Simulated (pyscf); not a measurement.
`[FH]` + `[F][B][F]` [doublet] → `[F][B]([F])[F]` + `[H]` [doublet], an atom transfer (doublet surface; F–H broken, B–F formed). PySCF, gas phase, ωB97X-D3(BJ)/def2-SVP geometries. MP2 and CC: frozen core, UHF for open shells. ΔMP2 is the change of the MP2 total energy from the triple- to the quadruple-zeta basis. Energies in kcal/mol from the separated reactants.

Small-basis levels: PySCF, no dispersion term, spherical d functions. Open shells are spin-unrestricted. 

Task: In single points BP86/6-31G* puts the saddle at 2.1 kcal/mol and the reaction energy at -42.3 kcal/mol. Should these be trusted to within a few kcal/mol? Compare with CCSD(T)/def2-TZVPP + ΔMP2(QZVPP).

Result: CCSD(T)/def2-TZVPP + ΔMP2(QZVPP) gives ΔE‡ = 25.5 kcal/mol and ΔE = -32.0 kcal/mol. BP86/6-31G* lies 23.4 kcal/mol under it in the barrier and 10.3 kcal/mol under it in the reaction energy, so on this step it does not hold to within 3.0 kcal/mol. CCSD(T)/def2-TZVPP + ΔMP2(QZVPP) has limits of its own. This is the saddle that the search found; another between the same sides may lie lower. The angle at the transferred F is 125°: a side-on saddle, likely not the lowest. The CCSD(T) − MP2 part came from Ansatz, without density fitting, on the same reference.
